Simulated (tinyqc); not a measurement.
Extended Hueckel theory, for CH2, step by step. One step of it, computed by the program tinyqc.

Question. Wolfsberg-Helmholz matrix. H_ij = K' S_ij (H_ii + H_jj)/2 for i != j (the diagonal keeps H_ii), with K' = 1.5.

overlap S, order 1C 2s, 1C 2px, 1C 2py, 1C 2pz, 2H 1s, 3H 1s:
```
[[1.000000, 0.000000, 0.000000, 0.000000, 0.473586, 0.473586],
 [0.000000, 1.000000, 0.000000, 0.000000, 0.000000, 0.000000],
 [0.000000, 0.000000, 1.000000, 0.000000, 0.391839, -0.391839],
 [0.000000, 0.000000, 0.000000, 1.000000, 0.276592, 0.276592],
 [0.473586, 0.000000, 0.391839, 0.276592, 1.000000, 0.135128],
 [0.473586, 0.000000, -0.391839, 0.276592, 0.135128, 1.000000]]
```

diagonal H_ii (eV): [-21.400000, -11.400000, -11.400000, -11.400000, -13.600000, -13.600000]

K = 1.500000

Give: H.

Answer.

H (eV), order 1C 2s, 1C 2px, 1C 2py, 1C 2pz, 2H 1s, 3H 1s:
```
[[-21.4000, 0.0000, 0.0000, 0.0000, -12.4316, -12.4316],
 [0.0000, -11.4000, 0.0000, 0.0000, 0.0000, 0.0000],
 [0.0000, 0.0000, -11.4000, 0.0000, -7.3470, 7.3470],
 [0.0000, 0.0000, 0.0000, -11.4000, -5.1861, -5.1861],
 [-12.4316, 0.0000, -7.3470, -5.1861, -13.6000, -2.7566],
 [-12.4316, 0.0000, 7.3470, -5.1861, -2.7566, -13.6000]]
```
